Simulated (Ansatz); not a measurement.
Basis-set series for `[CH2]SSC` radical. Total charge 0; spin multiplicity 2. All single points use the PBE0-D4/def2-TZVP geometry. It is one conformer, not always the lowest.

| functional | basis | functions | energy (Eh) | HOMO (eV) | LUMO (eV) |
| --- | --- | --- | --- | --- | --- |
| PBE0-D4 | def2-SVP | 89 | -874.86690 | -5.40 | -1.46 |
| PBE0-D4 | def2-QZVPP | 404 | -875.27112 | -5.49 | -1.74 |
| ωB97M-V | def2-SVP | 89 | -875.13813 | -7.37 | 0.56 |
| ωB97M-V | def2-QZVPP | 404 | -875.54481 | -7.48 | 0.10 |

Give the rows for def2-TZVPP. (Best estimate.)

Computed: 
```json
{"functional": "PBE0-D4", "basis": "def2-TZVPP", "functions": "216", "energy (Eh)": "-875.24200", "HOMO (eV)": "-5.46", "LUMO (eV)": "-1.67"}
{"functional": "ωB97M-V", "basis": "def2-TZVPP", "functions": "216", "energy (Eh)": "-875.51688", "HOMO (eV)": "-7.45", "LUMO (eV)": "0.21"}
```

HOMO and LUMO are taken over both spins. Positive LUMOs are unbound and depend on the basis.
